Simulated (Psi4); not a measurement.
# doublet C2H3B−: levels of theory compared

Aim: a comparison of 4 runs (UB3LYP/def2-SVPD, UBLYP/def2-SVPD, UPBE0/def2-SVPD, UTPSS/def2-SVPD) of doublet C2H3B−. 

Program for the calculation: Psi4 1.11.

## (1) The structure to begin with

The species is C2H3B− (6 atoms), meant as a doublet with charge -1. SMILES of the parent species: `[H]B([H])C#C`. Geometry: relaxed at GFN2-xTB. That shape belongs to the parent species and isn't relaxed for this state.

Bond lengths: B1–C4 1.497 Å, C4–C5 1.207 Å, B1–H2 1.170 Å, B1–H3 1.170 Å, C5–H6 1.052 Å. Angles: B1–C4–C5 179.9°, H2–B1–C4 119.5°, H3–B1–C4 119.5°, C4–C5–H6 179.8°, H2–B1–H3 121.0°.

## (2) Energy and gradient at UB3LYP/def2-SVPD (run 1)

c2h3b.inp

```
memory 1600 mb

molecule system {
  -1 2
  B
  H 1 r2
  H 1 r3 2 a3
  C 1 r4 2 a4 3 d4
  C 4 r5 2 a5 1 d5
  H 5 r6 2 a6 1 d6

  r2 = 1.169592
  r3 = 1.169936
  a3 = 121.01588
  r4 = 1.49666
  a4 = 119.50238
  d4 = 179.95487
  r5 = 1.206993
  a5 = 153.77224
  d5 = 179.81391
  r6 = 1.052208
  a6 = 162.91536
  d6 = 179.91014
  units angstrom
  symmetry c1
}

set {
  reference            uks
  puream               true
  e_convergence        1e-09
  d_convergence        1e-08
  scf_type             pk
  dft_radial_points    99
  dft_spherical_points 590
  maxiter              200
}

energy_value, wavefunction = gradient('b3lyp/def2-SVPD', return_wfn=True)
oeprop(wavefunction, 'WIBERG_LOWDIN_INDICES', 'DIPOLE', 'MULLIKEN_CHARGES')
```

The run is started by

```bash
psi4 -i c2h3b.inp -o c2h3b.out -n 1
```

c2h3b.out:

```text
[...]
  Running in c1 symmetry.
[...]
  Nuclear repulsion =   47.010409741345271
[...]
  Multiplicity = 2
[...]
  Nalpha       = 11
  Nbeta        = 10
[...]
    Number of basis functions: 84
[...]
   @UKS iter   1:  -102.35474836151798   -3.86648e-01   8.44055e-03 ADIIS/DIIS
[...]
   @UKS iter  14:  -102.72260714615518   -1.08002e-12   2.32650e-09 DIIS
[...]
   @S^2 Observed:                7.581678653E-01
[...]
  @UKS Final Energy:  -102.72260714615518
   => Energetics <=
    Nuclear Repulsion Energy =             47.0104097413452706
    One-Electron Energy =                -234.1214116748338085
    Two-Electron Energy =                  97.4746867189938371
    DFT Exchange-Correlation Energy =     -13.0862919316604920
    Empirical Dispersion Energy =           0.0000000000000000
    VV10 Nonlocal Energy =                  0.0000000000000000
    Total Energy =                       -102.7226071461551840
[...]
  -Total Gradient:
     Atom            X                  Y                   Z
    ------   -----------------  -----------------  -----------------
       1        0.000039933236     0.016122595137     0.009327574590
       2        0.000007340808    -0.002350611336    -0.024318860282
       3        0.000007329831    -0.021919144754     0.010421526824
       4        0.000044692548    -0.056285240206    -0.031888406100
       5       -0.000082900858     0.051377415280     0.029110848488
       6       -0.000016395105     0.013055069083     0.007347369418
[...]
```

It took 23 s on 1 thread of AMD EPYC 9R45 (Zen 5), shared host; peak memory 1.1 GiB.

## (3) A single-point energy at UBLYP/def2-SVPD (run 2)

run.py

```python
import psi4

psi4.set_memory(1600000000)
psi4.set_num_threads(1)
psi4.core.set_output_file('output.dat', False)

molecule = psi4.geometry("""
-1 2
B      1.07336444     1.85487957     0.01012893
H      3.27619929     1.83673820     0.18961512
H     -0.03992991     3.75717238    -0.16236527
C     -0.34336324    -0.59295826    -0.00100155
C     -1.48320824    -2.56857244    -0.01298242
H     -2.48308123    -4.28724056    -0.02341371
units bohr
symmetry c1
no_reorient
no_com
""")

psi4.set_options({
    'reference': 'uks',
    'puream': True,
    'e_convergence': 1e-09,
    'd_convergence': 1e-08,
    'scf_type': 'pk',
    'dft_radial_points': 99,
    'dft_spherical_points': 590,
    'maxiter': 200,
})

e_tot, wfn = psi4.energy('blyp/def2-SVPD', molecule=molecule, return_wfn=True)
print(f'blyp/def2-SVPD energy: {e_tot:.10f} Eh')
for k, v in sorted(psi4.core.scalar_variables().items()):
    print(f'{k:45s} {v:18.10f}')
```

The run is started by

```bash
python run.py
```

output.dat:

```text
[...]
  Running in c1 symmetry.
[...]
  Nuclear repulsion =   47.010411230103529
[...]
  Multiplicity = 2
[...]
  Nalpha       = 11
  Nbeta        = 10
[...]
    Number of basis functions: 84
[...]
   @UKS iter   1:  -102.16206001588392   -1.54209e-01   9.76368e-03 DIIS/ADIIS
[...]
   @UKS iter  14:  -102.66293836657553   -1.16529e-12   4.89166e-09 DIIS
[...]
   @S^2 Observed:                7.545125371E-01
[...]
  @UKS Final Energy:  -102.66293836657553
   => Energetics <=
    Nuclear Repulsion Energy =             47.0104112301035286
    One-Electron Energy =                -234.1256508582634979
    Two-Electron Energy =                 100.5619548225956237
    DFT Exchange-Correlation Energy =     -16.1096535610111928
    Empirical Dispersion Energy =           0.0000000000000000
    VV10 Nonlocal Energy =                  0.0000000000000000
    Total Energy =                       -102.6629383665755313
[...]
 Multipole Moments:
 ------------------------------------------------------------------------------------
     Multipole            Electronic (a.u.)      Nuclear  (a.u.)        Total (a.u.)
 ------------------------------------------------------------------------------------
 L = 1.  Multiply by 2.5417464519 to convert [e a0] to [Debye]
 Dipole X            :          4.4351504           -4.8394185           -0.4042681
 Dipole Y            :          7.6920609           -8.3881163           -0.6960554
 Dipole Z            :          0.0242743           -0.0294230           -0.0051487
 Magnitude           :                                                    0.8049549
[...]
```

On the terminal:

```text
blyp/def2-SVPD energy: -102.6629383666 Eh
CURRENT ENERGY                                   -102.6629383666
CURRENT REFERENCE ENERGY                         -102.6629383666
DD SOLVATION ENERGY                                 0.0000000000
DFT FUNCTIONAL TOTAL ENERGY                      -102.6629383666
DFT TOTAL ENERGY                                 -102.6629383666
DFT VV10 ENERGY                                     0.0000000000
DFT XC ENERGY                                     -16.1096535610
GRID ELECTRONS ALPHA                               10.9999999728
GRID ELECTRONS BETA                                 9.9999999613
GRID ELECTRONS TOTAL                               20.9999999341
NUCLEAR REPULSION ENERGY                           47.0104112301
ONE-ELECTRON ENERGY                              -234.1256508583
PCM POLARIZATION ENERGY                             0.0000000000
PE ENERGY                                           0.0000000000
SCF ITERATION ENERGY                             -102.6629383666
SCF ITERATIONS                                     14.0000000000
SCF TOTAL ENERGY                                 -102.6629383666
TWO-ELECTRON ENERGY                               100.5619548226
XC GRID RADIAL POINTS                              99.0000000000
XC GRID SPHERICAL POINTS                          590.0000000000
XC GRID TOTAL POINTS                           338317.0000000000
```

Run time: 20 s. Hardware: 1 thread of AMD EPYC 9R45 (Zen 5), shared host; peak memory 1.1 GiB.

Run 3 isn't shown in full; the table further down has it.

## (4) Energy and forces at UTPSS/def2-SVPD (run 4)

input.in

```
memory 1600 mb

molecule molecule1 {
  -1 2
  B      1.07336444     1.85487957     0.01012893
  H      3.27619929     1.83673820     0.18961512
  H     -0.03992991     3.75717238    -0.16236527
  C     -0.34336324    -0.59295826    -0.00100155
  C     -1.48320824    -2.56857244    -0.01298242
  H     -2.48308123    -4.28724056    -0.02341371
  units au
  symmetry c1
}

set globals {
  reference uks
  puream true
  e_convergence 1e-09
  d_convergence 1e-08
  scf_type pk
  dft_radial_points 99
  dft_spherical_points 590
  maxiter 200
}

gradient('tpss/def2-SVPD')
print_variables()
```

The run is started by

```bash
psi4 -n 1 input.in input.out
```

input.out:

```text
[...]
  Running in c1 symmetry.
[...]
  Nuclear repulsion =   47.010411230103529
[...]
  Multiplicity = 2
[...]
  Nalpha       = 11
  Nbeta        = 10
[...]
    Number of basis functions: 84
[...]
   @UKS iter   1:  -102.32048291625988   -2.61495e-01   8.99730e-03 DIIS/ADIIS
[...]
   @UKS iter  14:  -102.73926449583824   -3.09797e-12   4.17370e-09 DIIS
[...]
   @S^2 Observed:                7.575624145E-01
[...]
  @UKS Final Energy:  -102.73926449583824
   => Energetics <=
    Nuclear Repulsion Energy =             47.0104112301035286
    One-Electron Energy =                -234.1711386221793418
    Two-Electron Energy =                 100.6242551773353000
    DFT Exchange-Correlation Energy =     -16.2027922810977252
    Empirical Dispersion Energy =           0.0000000000000000
    VV10 Nonlocal Energy =                  0.0000000000000000
    Total Energy =                       -102.7392644958382419
[...]
  -Total Gradient:
     Atom            X                  Y                   Z
    ------   -----------------  -----------------  -----------------
       1        0.008077795942     0.013598394952     0.000024718433
       2       -0.025878999448    -0.002079392724    -0.002016366492
       3        0.010995903798    -0.023347166386     0.001893850846
       4       -0.036526166733    -0.063097747380    -0.000309848186
       5        0.034550460683     0.059704280324     0.000332847980
       6        0.008780638570     0.015220956533     0.000074773080
[...]
```

Run time: 60 s. Hardware: 1 thread of AMD EPYC 9R45 (Zen 5), shared host; peak memory 0.95 GiB.

## (5) All runs side by side

```csv
run,level,task,energy (Eh),HOMO energy (eV),LUMO energy (eV),⟨S²⟩,wall time
1,UB3LYP/def2-SVPD,gradient,-102.722607,1.96,4.51,0.758,23 s
2,UBLYP/def2-SVPD,energy,-102.662938,2.82,3.91,0.755,20 s
3,UPBE0/def2-SVPD,gradient,-102.574514,1.67,4.76,0.762,22 s
4,UTPSS/def2-SVPD,gradient,-102.739264,2.62,4.09,0.758,60 s
```

## (6) Summary of results

```
                                 quantity          value
                      run 4: total energy  -102.73926 Eh
run 4: HOMO energy (highest over α and β)        2.62 eV
 run 4: LUMO energy (lowest over α and β)        4.09 eV
                              run 4: ⟨S²⟩          0.758
          run 4: largest force on an atom     3.749 eV/Å
```

Totals of different functionals can't be ranked against each other. In runs 1, 2, 3, 4 the HOMO lies above zero, so the outermost electron may be held by the basis alone. All runs together took 2.1 min, the longest 60 s.
